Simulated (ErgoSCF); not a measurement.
# CHF2 (difluoromethyl radical): levels of theory compared

Wanted: a comparison of 6 runs (UHF/STO-3G, UHF/def2-SVP, UBLYP/3-21G, UB3LYP/6-31G*, UB3LYP/6-31G**, UPBE0/def2-SVP) of CHF2 (difluoromethyl radical). 

The results are computed with ErgoSCF 3.8.

**1. The structure to begin with**

CHF2 has 4 atoms, charge 0, and is taken as a doublet. As SMILES, `F[CH]F`. Geometry: relaxed at PBE0-D4/def2-TZVP.

Bond lengths: F1–C2 1.321 Å, C2–F3 1.321 Å, C2–H4 1.090 Å. Angles: F1–C2–F3 111.3°, F1–C2–H4 114.3°, F3–C2–H4 114.3°.

**2. A single-point energy at UHF/STO-3G (run 1)**

File ergo.in:

```
set_nthreads(1)
molecule_inline Angstrom
F  -1.208200 0.264600 -0.141700
C  0.038600 0.063400 0.244400
F  0.433100 -1.166800 -0.029600
H  0.736500 0.838700 -0.073100
EOF
scf.max_number_of_iterations = 120
basis = "STO-3G"
scf.use_diagonalization = 1
spin_polarization = 1
tmpdir = "."
scf.output_mulliken_pop = 1
run "HF"
```

The basis set STO-3G is read from a file made from the Basis Set Exchange's data (not shown).

Run with:

```sh
$ ergo < ergo.in
```

What it wrote:

```text
[...]
INSC SCF_general constructor, number of basis functions: 16
[...]
INSC Energy   1 =       -210.35812211826
[...]
INDE E_LUMO =          0.28453834890
[...]
INSC Energy  13 =       -234.00130917082  ( diff     -0.000000000011596 )
[...]
RESC CONVERGED after  13 iterations.
RESC FINAL ENERGY:       -234.00130917082
RESC FINAL <S2> =          0.75494368919
[...]
INSC SCF: dipole_moment_x [atomic units] =       0.23483377
INSC SCF: dipole_moment_y [atomic units] =       0.27082091
INSC SCF: dipole_moment_z [atomic units] =       0.01944942
[...]
```

It took 1.1 s on 1 thread of Arm Neoverse V1, shared host; peak memory 0.26 GiB.

**3. The energy at UHF/def2-SVP (run 2)**

File input.xyz:

```xyz
4
CHF2
F     -1.208200     0.264600    -0.141700
C      0.038600     0.063400     0.244400
F      0.433100    -1.166800    -0.029600
H      0.736500     0.838700    -0.073100
```

File ergo.in:

```
# CHF2, HF
set_nthreads("env")
molecule "input.xyz"
scf.max_number_of_iterations = 120
basis = "def2-SVP"
spin_polarization = 1
charge = 0
scf.output_mulliken_pop = 1
tmpdir = "."
scf.use_diagonalization = 1
run "HF"
```

The basis set def2-SVP is read from a file made from the Basis Set Exchange's data (not shown).

Run with:

```sh
$ ergo ergo.in
```

What it wrote:

```text
[...]
INSC SCF_general constructor, number of basis functions: 47
[...]
INSC Energy   1 =       -105.55480973532
[...]
INDE E_LUMO =          0.13097880459
[...]
INSC Energy  19 =       -237.07626513437  ( diff     -0.000000000003467 )
[...]
RESC CONVERGED after  19 iterations.
RESC FINAL ENERGY:       -237.07626513437
RESC FINAL <S2> =          0.75541387287
[...]
INSC SCF: dipole_moment_x [atomic units] =       0.44454260
INSC SCF: dipole_moment_y [atomic units] =       0.51500177
INSC SCF: dipole_moment_z [atomic units] =       0.06681941
[...]
```

Wall time 9.6 s (1 thread of Arm Neoverse V1, shared host); peak memory 0.26 GiB.

**4. The energy at UBLYP/3-21G (run 3)**

File run.inp:

```
set_nthreads(1)
molecule_inline
F     -2.28316710     0.50002153    -0.26777419
C      0.07294343     0.11980864     0.46184906
F      0.81844038    -2.20493244    -0.05593589
H      1.39178329     1.58491330    -0.13813898
EOF
spin_polarization = 1
scf.use_diagonalization = 1
scf.max_number_of_iterations = 120
XC.angint = 41
scf.output_mulliken_pop = 1
XC.radint = 1e-11
tmpdir = "."
basis = "3-21G"
XC.sparse_mode = 0
run "BLYP"
```

The basis set 3-21G is read from a file made from the Basis Set Exchange's data (not shown).

Run with:

```sh
$ ergo run.inp
```

What it wrote:

```text
[...]
INDF Weighted mixed functional:
[...]
INSC Energy   1 =       -162.50234673889
[...]
INDE E_LUMO =         -0.07677275686
[...]
INSC Energy  22 =       -236.96743157739  ( diff     -0.000000000011426 )
[...]
RESC CONVERGED after  22 iterations.
RESC FINAL ENERGY:       -236.96743157739
RESC FINAL <S2> =          0.75080710617
[...]
INSC SCF: dipole_moment_x [atomic units] =       0.27920301
INSC SCF: dipole_moment_y [atomic units] =       0.31124553
INSC SCF: dipole_moment_z [atomic units] =      -0.11395197
[...]
```

Run time: 3.3 s. Hardware: 1 thread of Arm Neoverse V1, shared host; peak memory 0.26 GiB.

Runs 4 to 5 aren't shown in full; the table further down has their settings and results.

**5. The energy at UPBE0/def2-SVP (run 6)**

input.xyz is that of step 3.

File job.ego:

```
set_nthreads("env")
molecule "input.xyz"
basis = "def2-SVP"
tmpdir = "."
XC.angint = 41
scf.use_diagonalization = 1
XC.radint = 1e-11
XC.sparse_mode = 0
spin_polarization = 1
scf.max_number_of_iterations = 120
scf.output_mulliken_pop = 1
run "PBE0"
```

The basis set def2-SVP is read from a file made from the Basis Set Exchange's data (not shown).

Run with:

```sh
$ ergo < job.ego
```

What it wrote:

```text
[...]
INDF Weighted mixed functional:
[...]
INSC Energy   1 =       -111.63557120278
[...]
INDE E_LUMO =         -0.04716740890
[...]
INSC Energy  17 =       -237.89769478164  ( diff     -0.000000000001990 )
[...]
RESC CONVERGED after  17 iterations.
RESC FINAL ENERGY:       -237.89769478164
RESC FINAL <S2> =          0.75212539310
[...]
INSC SCF: dipole_moment_x [atomic units] =       0.34204017
INSC SCF: dipole_moment_y [atomic units] =       0.38867620
INSC SCF: dipole_moment_z [atomic units] =      -0.04537903
[...]
```

Wall time 13 s (1 thread of Arm Neoverse V1, shared host); peak memory 0.26 GiB.

**6. All runs side by side**

```tsv
run	level	integration grid	radint	energy (Eh)	dipole moment (D)	⟨S²⟩	wall time
1	UHF/STO-3G	–	–	-234.001309	0.91	0.755	1.1 s
2	UHF/def2-SVP	–	–	-237.076265	1.74	0.755	9.6 s
3	UBLYP/3-21G	Turbo	1e-11	-236.967432	1.10	0.751	3.3 s
4	UB3LYP/6-31G* (spherical functions)	Turbo	1e-11	-238.302229	1.19	0.752	11 s
5	UB3LYP/6-31G** (spherical functions)	Turbo	1e-11	-238.304002	1.18	0.752	12 s
6	UPBE0/def2-SVP	Turbo	1e-11	-237.897695	1.32	0.752	13 s
```

**7. Outcome**

```
            quantity          value
 run 6: total energy  -237.89769 Eh
run 6: dipole moment         1.32 D
         run 6: ⟨S²⟩          0.752
```

In words: The dipole moment (its size) runs from 0.91 D (UHF/STO-3G) to 1.74 D (UHF/def2-SVP). Totals of different functionals can't be ranked against each other. In run 1 the basis is minimal, so the values are rough. All runs together took 50 s, the longest 13 s.
